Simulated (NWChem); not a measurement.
Correlation energy of ammonia (H$_{3}$N)

```
N
H 1 1.0309
H 1 1.0310 2 104.01
H 1 1.0310 2 104.01 3 -108.62
```
Charge 0, spin multiplicity 1.

Everything below was run with NWChem. The geometry was optimised at PBE/def2-SVP, a minimum by its harmonic frequencies.

Basis set: cc-pVQZ. Each correlation energy counts from its own Hartree-Fock reference.

The correlated methods keep 1 core orbital frozen. No row is a measurement; the coupled-cluster row has its own basis-set and correlation limits.

Task: For the correlation energy, RI-MP2 gives -252.9 mHa and MP2 gives -252.9 mHa. What do SCS-MP2, CCSD, CR-CCSD[T] give?

Result: SCS-MP2: -256.4 mHa; CCSD: -262.6 mHa; CR-CCSD[T]: -270.6 mHa.
